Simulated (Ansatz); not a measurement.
# CN+ (quintet): the correlation ladder, def2-QZVPP

One table from this session's results is given with a row withheld; the runs are named, their logs left out.

The runs use Ansatz 0.2.0, Gaussian basis; def2-QZVPP, core rule «outside noble gas», up to 2 orbitals frozen.

The runs, in order: UHF; ROHF; CCSD(T) on UHF.

### The system

The geometry is a PBE0/def2-TZVP stationary point (not a proven minimum) of the parent state, kept for this charge and spin.

2 atoms, charge 1, spin multiplicity 5.

Atoms are counted from 1 here; the program's logs count them from 0.

Bond lengths: N1–C2 1.339 Å.

The first run:

in.yaml reads:

```yaml
crystal:
  periodic: [false, false, false]
  atoms:
    - {symbol: N, position_ang: [0.000000, 0.000000, 0.000000]}
    - {symbol: C, position_ang: [0.000000, 0.000000, 1.339482]}
basis:
  gaussian: {orbitals: "def2-QZVPP.json"}
total_charge: 1
magnetization: {spin_polarized: true, initial_magnetization: 4}
hamiltonian: {xc: hf}
output: {orbitals: {seedname: orbitals}}
```

On the command line:

```
$ ansatz run in.yaml --threads 1 --pin off --events-out ev --progress --plain --max-ram 2393MiB
```

Among the steps run: UHF; ROHF; CCSD(T) on UHF.

One table of the session follows, with a row left open; its other results are not shown here.

| method | from UCCSD(T) (meV) |
| --- | --- |
| ROHF | +6294.0 |
| UHF | +6136.7 |
| UMP2 | ? |
| UCCSD | +257.3 |
| UCCSD(T) | 0 |

**Question.** Estimate the row for UMP2.

The run gave: from UCCSD(T) (meV): +1016.5. In the column «from UCCSD(T) (meV)» it lies between UCCSD (+257.3) and UHF (+6136.7).
